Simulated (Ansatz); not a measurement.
**Si2H4S: how energies converge with the basis set**

An exercise on one series of results from a longer session: the logs are not shown, and one member is left open.

Program: Ansatz 0.2.0, Gaussian basis. Level of theory: one geometry, several basis sets. These are calculated values, not measurements.

Levels to be run: PBE0-D4/def2-SVP; ωB97M-V/def2-SVP; PBE0-D4/def2-QZVPP; ωB97M-V/def2-QZVPP; the functionals' def2-TZVPP values are taken from earlier runs.

## The geometry

All runs share one geometry, relaxed beforehand with PBE0-D4 in a triple-zeta def2 set.

SMILES `[SiH2]1[SiH2]S1`, 7 atoms, charge 0, spin multiplicity 1.

Atoms are counted from 1 here; the program's logs count them from 0.

Bond lengths: Si1–Si2 2.244 Å, Si1–S3 2.151 Å, Si1–H4 1.482 Å, Si1–H5 1.482 Å, Si2–S3 2.151 Å, Si2–H6 1.482 Å, Si2–H7 1.482 Å. Angles: Si2–Si1–S3 58.6°, Si2–Si1–H4 122.3°, Si2–Si1–H5 122.3°, S3–Si1–H4 115.1°, S3–Si1–H5 115.1°, H4–Si1–H5 111.8°, Si1–Si2–S3 58.6°, Si1–Si2–H6 122.3°, Si1–Si2–H7 122.3°, S3–Si2–H6 115.1°, S3–Si2–H7 115.1°, H6–Si2–H7 111.8°, Si1–S3–Si2 62.9°.

Set-up of the first run:

Contents of in.yaml:

```yaml
crystal:
  periodic: [false, false, false]
  atoms:
    - {symbol: Si, position_ang: [-0.881303, -0.199717, -0.672903]}
    - {symbol: Si, position_ang: [0.831158, 0.403936, 0.645243]}
    - {symbol: S, position_ang: [0.505252, -1.651660, 0.100342]}
    - {symbol: H, position_ang: [-2.267638, -0.319827, -0.163836]}
    - {symbol: H, position_ang: [-0.849711, -0.019941, -2.143337]}
    - {symbol: H, position_ang: [0.652724, 0.709600, 2.084071]}
    - {symbol: H, position_ang: [2.070717, 1.009508, 0.104620]}
basis:
  gaussian: {orbitals: def2-SVP}
hamiltonian: {xc: pbe0, dispersion: d4}
output: {orbitals: {seedname: orbitals}}
```

Started as:

```
> ansatz run in.yaml --threads 2 --pin off --events-out ev --progress --plain --max-ram 4352MiB
```

Among the steps run: PBE0-D4 in def2-SVP; ωB97M-V in def2-SVP; PBE0-D4 in def2-QZVPP; ωB97M-V in def2-QZVPP.

One of the session's tables, all rows but one given; the rest of the session is left out.

| functional | basis | HOMO (eV) | LUMO (eV) |
| --- | --- | --- | --- |
| PBE0-D4 | def2-SVP | -7.36 | -0.28 |
| PBE0-D4 | def2-TZVPP | -7.31 | -0.44 |
| PBE0-D4 | def2-QZVPP | -7.32 | -0.51 |
| ωB97M-V | def2-SVP | ? | ? |
| ωB97M-V | def2-TZVPP | -9.26 | 1.27 |
| ωB97M-V | def2-QZVPP | -9.28 | 0.97 |

**Question.** Estimate the row for ωB97M-V, def2-SVP.

The run gave: HOMO (eV): -9.27; LUMO (eV): 1.62. In the column «HOMO (eV)» it lies between ωB97M-V, def2-QZVPP (-9.28) and ωB97M-V, def2-TZVPP (-9.26).
